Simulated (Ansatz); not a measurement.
Cost and result for the atomization energy of `CCC(O)O` (13 atoms, 12 bonds).

Z-matrix (Å, degrees):
```
C
C 1 1.517
H 1 1.093 2 111.2
H 1 1.092 2 111.0 3 119.8
H 1 1.092 2 111.2 3 -119.8
C 2 1.513 1 112.9 3 61.5
H 2 1.093 1 110.8 3 -59.7
H 2 1.097 1 110.9 3 -177.5
O 6 1.402 2 113.1 1 60.4
O 6 1.402 2 107.2 1 -176.7
H 6 1.098 2 110.4 1 -55.8
H 9 0.964 6 107.4 2 57.3
H 10 0.962 6 107.5 2 179.6
```

The species carries charge 0 and has multiplicity 1. All single points use the PBE0-D4/def2-TZVP geometry. It is one conformer, not always the lowest. Program: Ansatz. All runs use 4 threads of an Arm Neoverse V1 on a shared host. Times are those of one run each, without the atoms' runs, and a repeat can differ threefold. Electronic energies, without spin–orbit coupling; frozen cores. CCSD(T)/CBS adds CCSD(T) − MP2 in def2-TZVPP to the MP2 limit, and its time is that of the two runs behind it. T1 = 0.010. B3LYP takes the VWN-RPA correlation (the form of Gaussian; ORCA's B3LYP/G).

CCSD(T)/CBS is a level of theory with its own doubt, some kJ/mol a heavy atom from the limit and from the frozen cores, so smaller differences don't rank the functionals.

| level | functions | wall time | atomization (kcal/mol) | difference from CCSD(T)/CBS | per bond |
| --- | --- | --- | --- | --- | --- |
| PBE-D4/def2-TZVPP (with forces) | 267 | 2.7 s | 1240.7 | 24.7 | 2.1 |
| PBE0-D4/def2-TZVPP | 267 | 2.9 s | 1217.0 | 1.0 | 0.1 |
| B3LYP-D4/def2-TZVPP (with forces) | 267 | 4.7 s | 1211.8 | -4.2 | -0.3 |
| r2SCAN-D4/def2-TZVPP (with forces) | 267 | 5 s | 1215.9 | -0.1 | 0.0 |
| B2PLYP/def2-TZVPP | 267 | 5.5 s | 1201.3 | -14.7 | -1.2 |
| ωB97X-V/def2-TZVPP | 267 | 8 s | 1215.1 | -0.9 | -0.1 |
| ωB97M-V/def2-TZVPP (with forces) | 267 | 12 s | 1217.6 | 1.6 | 0.1 |
| MP2/def2-QZVPP | 525 | 32 s | 1223.1 | 7.1 | 0.6 |
| CCSD(T)/def2-TZVPP | 267 | 4 min | 1186.2 | -29.8 | -2.5 |
| CCSD(T)/CBS(def2) | – | 4.6 min | 1216.0 | 0.0 | 0.0 |

In def2-TZVPP, CCSD(T) changes the Hartree–Fock value by +310.2 kcal/mol (the triples alone add +17.0 kcal/mol) and MP2 by +329.7 kcal/mol; breaking electron pairs costs correlation energy, which Hartree–Fock lacks. The D4 term adds +7.7 kcal/mol with B3LYP and +4.0 kcal/mol with PBE0; it sums over pairs of atoms, weighted by their polarisabilities, and B3LYP, whose exchange is more repulsive, gets the larger term. From PBE to PBE0 (25 % exact exchange), in def2-TZVPP and without D4, the atomization energy moves by −23.0 kcal/mol: exact exchange takes away binding that semilocal exchange gives to molecules.
